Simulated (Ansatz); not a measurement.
C₃H₅F₂ (`F[CH]CCF`) radical. Charge 0, multiplicity 2. All single points use the PBE0-D4/def2-TZVP geometry. It is one conformer, not always the lowest.

```xyz
10

F     1.971    0.759   -0.479
C     0.878    0.268   -1.085
C     0.037   -0.611   -0.250
C    -0.645    0.102    0.908
F    -1.544    1.034    0.424
H     0.494    0.918   -1.862
H     0.650   -1.418    0.171
H    -0.726   -1.073   -0.882
H     0.085    0.630    1.528
H    -1.199   -0.609    1.527
```

Question: What is the dipole moment at ωB97M-V/def2-TZVPP? (Estimate.)

Answer: The calculation gave: 1.62 D, with components (-0.26, -1.57, 0.32) D in this frame, pointing from negative to positive charge.

Question: And with PBE, r2SCAN, B3LYP? (Estimate.)

Answer: Computed: PBE 1.51 D, r2SCAN 1.60 D, B3LYP 1.64 D.

Question: Give the Mulliken charges with ωB97M-V, PBE, B3LYP in def2-TZVPP. (An estimate is asked.)

Answer: Ansatz gave: 
```csv
atom,ωB97M-V,PBE,B3LYP
F1,-0.19,-0.16,-0.21
C2,0.03,0.02,0.05
C3,-0.15,-0.10,-0.09
C4,0.04,0.06,0.08
F5,-0.24,-0.21,-0.26
H6,0.12,0.10,0.11
H7,0.09,0.07,0.07
H8,0.09,0.07,0.07
H9,0.10,0.08,0.09
H10,0.10,0.08,0.08
```

B3LYP here is the variant with VWN-RPA as its local correlation; programs differ in this.
